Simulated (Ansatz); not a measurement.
Predict the output of the script below (Ansatz 0.2.0 through its Python package).

Script `bh4no.py`:
```python
"""Relax BH4NO cheaply, then refine its energy."""

import itertools

import ansatz
from ase.data import atomic_numbers, covalent_radii
import numpy as np

config = {
    "basis": "def2-SVP",
    "functional": "b3lyp",
}

GEOMETRY = """
N    -0.75240    0.09580   -0.74840
B     0.23390    0.15010    0.35070
O     1.03670   -1.02240    0.57260
H    -1.42470   -0.58660   -0.52030
H    -1.30040    1.04940   -0.74440
H     0.37550    1.12910    1.02610
H     1.89270   -0.88340    0.01800
"""

system = ansatz.Crystal.molecule()
for line in GEOMETRY.strip().splitlines():
    symbol, *xyz = line.split()
    system = system.atom(symbol, [float(v) for v in xyz])

setup = system.calculation()
setup = setup.basis(gaussian=config["basis"]).functional(config["functional"])
symbols = [site.symbol for site in system.cartesian_sites]
start = np.array([site.position_ang for site in system.cartesian_sites], dtype=float)
r = setup.relax(force_tolerance=0.01, max_steps=100).run(threads=1).report
end = np.array(r["positions_ang"])
# pairs closer than 1.2 times the sum of covalent radii, before or after
radius = [covalent_radii[atomic_numbers[s]] for s in symbols]
span = lambda where, i, j: np.linalg.norm(where[i] - where[j])
bonded = [(i, j) for i, j in itertools.combinations(range(len(symbols)), 2) if min(span(start, i, j), span(end, i, j)) < 1.2 * (radius[i] + radius[j])]
print("pair        before    after (A)")
for i, j in bonded:
    print(f"{symbols[i]}{i}-{symbols[j]}{j}".ljust(10), f"{span(start, i, j):8.4f} {span(end, i, j):8.4f}")
for first, second in list(itertools.combinations(bonded, 2)):
    shared = set(first) & set(second)
    if shared and symbols[(j := shared.pop())] != "H":
        i, k = sorted((set(first) | set(second)) - {j})
        u, v = end[i] - end[j], end[k] - end[j]
        angle = np.degrees(np.arccos(np.clip(u @ v / np.linalg.norm(u) / np.linalg.norm(v), -1, 1)))
        print(f"final angle {symbols[i]}{i}-{symbols[j]}{j}-{symbols[k]}{k}: {angle:.2f} deg")

minimum = ansatz.Crystal.molecule()
for symbol, place in zip(symbols, end):
    minimum = minimum.atom(symbol, place.tolist())
at_minimum = minimum.calculation()
# MP2 extrapolated to the basis limit, plus the small-basis difference CCSD(T) - MP2
level = lambda method, basis: at_minimum.basis(gaussian=basis).correlation(method).run(threads=1).report
small, large, cluster = level("mp2", "cc-pVDZ"), level("mp2", "cc-pVTZ"), level("ccsd_t", "cc-pVDZ")
corr = lambda each: (each["free_energy_ev"] - each["reference_energy_ev"]) / 27.211386246
mp2_limit = (27 * corr(large) - 8 * corr(small)) / 19
pieces = {"HF / cc-pVTZ": large["reference_energy_ev"] / 27.211386246, "MP2 correlation, DZ-TZ limit": mp2_limit, "CCSD(T) - MP2 / cc-pVDZ": corr(cluster) - corr(small)}
for name, value in pieces.items():
    print(f"{name:32s} {value:14.6f} Ha")
print(f"{'sum':32s} {sum(pieces.values()):14.6f} Ha")
print("T1 diagnostic", round(cluster["correlation"]["coupled_cluster"]["t1_diagnostic"], 4))
```

```console
$ python bh4no.py
pair        before    after (A)
N0-B1        1.4778   1.4028
N0-H3        0.9847   1.0138
N0-H4        1.0999   1.0105
B1-O2        1.4382   1.3716
B1-H5        1.1978   1.2135
O2-H6        1.0294   0.9623
final angle B1-N0-H3: 122.52 deg
final angle B1-N0-H4: 122.99 deg
final angle N0-B1-O2: 119.14 deg
final angle N0-B1-H5: 119.26 deg
final angle H3-N0-H4: 114.49 deg
final angle O2-B1-H5: 121.60 deg
final angle B1-O2-H6: 112.73 deg
HF / cc-pVTZ                        -156.485432 Ha
MP2 correlation, DZ-TZ limit          -0.610192 Ha
CCSD(T) - MP2 / cc-pVDZ               -0.037126 Ha
sum                                 -157.132751 Ha
T1 diagnostic 0.013
```

What to keep in mind:
- Total energies depend on the basis set; only differences at equal settings carry meaning.
- The sum leaves out core correlation, relativity, the Hartree-Fock basis error and zero-point energy; a DZ-TZ extrapolation is rough.
- b3lyp holds the VWN-RPA fit, as in Gaussian; the form of ORCA and Turbomole is b3lyp5.
- Inner cores stay frozen, so this is valence correlation.
- An extrapolation from small basis sets is rough.
- Wall time of the script: 9.7 s on 1 thread of Intel(R) Xeon(R) 6975P-C (Granite Rapids) (shared host), peak memory 0.29 GiB.

(A comment or docstring line of the script was reworded after the run, the code is as it ran.)
